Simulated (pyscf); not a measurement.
Structures and frequencies: ωB97X-D3(BJ)/def2-SVP in PySCF.

Problem. How much does it cost (ΔH, 298 K, ωB97M-D3(BJ)/def2-TZVP) to split H₃C–N=MoH(NH₂)=N–CH₃ (SMILES C[N]=[MoH]([NH2])=[N]C) at its H–Mo bond into [H₃C–N=Mo(NH₂)=N–CH₃]• + H•?

Solution. H–Mo to [H₃C–N=Mo(NH₂)=N–CH₃]• + H•: 303.5 kJ/mol. The 7 functionals that were run give +283.1 (M06-2X) to +308.7 kJ/mol (ωB97X-D3(BJ)/def2-TZVP). The radicals are drawn with the spin at the cut bond; how far it spreads was not checked. Other isomers of [H₃C–N=Mo(NH₂)=N–CH₃]• were not searched in full and may lie lower. Open-shell species with a d-block atom are single-reference here; other states, and whether the spin sits on metal or ligand, were not checked. Elements past Kr carry the def2 core potentials, without spin-orbit coupling.
